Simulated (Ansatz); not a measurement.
Mulliken charges of C$_{3}$H$_{5}$NS, SMILES `CC1N=C1S` from r2SCAN/def2-TZVPP in Ansatz (PBE0-D4/def2-TZVP geometry).

| atom | x (Å) | y (Å) | z (Å) | charge (e) |
| --- | --- | --- | --- | --- |
| C1 | -1.171 | -0.887 | 0.132 | -0.118 |
| C2 | 0.021 | -0.156 | 0.672 | 0.065 |
| N3 | 1.393 | -0.445 | 0.074 | -0.250 |
| C4 | 0.867 | 0.673 | -0.147 | 0.052 |
| S5 | 1.097 | 2.152 | -0.966 | -0.047 |
| H6 | -2.094 | -0.342 | 0.346 | 0.042 |
| H7 | -1.090 | -1.016 | -0.949 | 0.045 |
| H8 | -1.254 | -1.876 | 0.590 | 0.051 |
| H9 | 0.022 | 0.018 | 1.748 | 0.053 |
| H10 | 2.293 | 1.828 | -1.496 | 0.107 |

Q: By hand: the dipole of these point charges (1 e Å = 4.8032 D).

A: Σ q r = (-0.170, 0.180, -0.018) e Å, of length 0.248 e Å = 1.19 D.

Q: How does the dipole of the full density compare? (An estimate is asked.)

A: Computed: (-0.178, 0.272, -0.077) e Å, 1.60 D; the point charges give 0.74 times that, at 14° from its direction.

Point charges leave out the atoms' own dipoles, such as those of lone pairs, and Mulliken's split depends on the basis, so the two needn't agree.
